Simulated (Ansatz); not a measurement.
# NH4+ (singlet): wave-function methods side by side at scale of all distances = 1.283, cc-pVDZ

Aim: climb from Hartree-Fock through coupled cluster and multireference methods for NH4+ (singlet) at one geometry and basis, and see what each rung misses.

Program: Ansatz 0.2.0, Gaussian basis. Level of theory: cc-pVDZ, core rule «outside noble gas», up to 1 orbitals frozen. These are calculated values, not measurements.

To be run: UHF; CCSD(T) on RHF; BCCD(T) on RHF; CISD; CCSDT(Q) on RHF; CASSCF and MRCISD+Q, 2 electrons in 2 orbitals; CASSCF and NEVPT2, 2 electrons in 2 orbitals; CASSCF and MRCISD+Q, 8 electrons in 8 orbitals; CASSCF and NEVPT2, 8 electrons in 8 orbitals.

14 further runs of the same task are left out: 1 for a mislabelled method, 1 for a known fault of the program, 10 that didn't finish, 2 set aside as unsound or not needed.

### Step 1. What is computed

The geometry derives from a PBE0/def2-TZVP stationary point (not a proven minimum). All distances are scaled together.

5 atoms, charge 1, spin multiplicity 1.

Atoms are counted from 1 here; the program's logs count them from 0.

Bond lengths: N1–H2 1.313 Å, N1–H3 1.313 Å, N1–H4 1.313 Å, N1–H5 1.313 Å. Angles: H2–N1–H3 109.5°, H2–N1–H4 109.5°, H2–N1–H5 109.5°, H3–N1–H4 109.5°, H3–N1–H5 109.5°, H4–N1–H5 109.5°.

### Step 2. UHF

Contents of in.yaml:

```yaml
crystal:
  periodic: [false, false, false]
  atoms:
    - {symbol: N, position_ang: [0.000000, 0.000000, 0.000000]}
    - {symbol: H, position_ang: [0.757410, 0.759924, 0.757244]}
    - {symbol: H, position_ang: [-0.760718, -0.754720, 0.759131]}
    - {symbol: H, position_ang: [-0.755665, 0.756454, -0.762444]}
    - {symbol: H, position_ang: [0.758973, -0.761658, -0.753931]}
basis:
  gaussian: {orbitals: cc-pVDZ}
total_charge: 1
magnetization: {spin_polarized: true, initial_magnetization: 0}
hamiltonian: {xc: hf}
output: {orbitals: {seedname: orbitals}}
```

Command:

```console
$ ansatz run in.yaml --threads 1 --pin off --events-out ev --progress --plain --max-ram 2393MiB
```

Further steps of the session: CCSD(T) on RHF; BCCD(T) on RHF; CISD; CCSDT(Q) on RHF; CASSCF and MRCISD+Q, 2 electrons in 2 orbitals; CASSCF and NEVPT2, 2 electrons in 2 orbitals; CASSCF and MRCISD+Q, 8 electrons in 8 orbitals; CASSCF and NEVPT2, 8 electrons in 8 orbitals.

Q: Predict the results of all the runs planned. Wanted: RCCSDT(Q) below the RHF energy; RMP2 from RCCSDT(Q); RCCSD from RCCSDT(Q); RCCSD(T) from RCCSDT(Q); NEVPT2 pair from RCCSDT(Q); MRCISD+Q pair from RCCSDT(Q); NEVPT2 valence from RCCSDT(Q); T1 diagnostic; effectively unpaired electrons.

**Answer**, as computed:

```
                         quantity                                        value
   RCCSDT(Q) below the RHF energy                                   -6.5811 eV
              RMP2 from RCCSDT(Q)                                   +714.6 meV
             RCCSD from RCCSDT(Q)                                   +202.7 meV
          RCCSD(T) from RCCSDT(Q)                                    +29.8 meV
       NEVPT2 pair from RCCSDT(Q)                                   +672.4 meV
     MRCISD+Q pair from RCCSDT(Q)                                    +43.7 meV
    NEVPT2 valence from RCCSDT(Q)                                   +535.2 meV
levels within 1 kcal/mol (43 meV)  RCCSD(T), BCCD(T), RCCSDT, MRCISD+Q valence
                    T1 diagnostic                                        0.011
   effectively unpaired electrons                                         0.06
```

What this shows: RCCSD(T) misses by +29.8 meV, 0.5 % of the correlation energy. One determinant dominates. Of the multireference levels listed MRCISD+Q valence comes nearest in total energy (+3.7 meV), which doesn't show that its space is the better one. These misses are within one basis, not against nature.
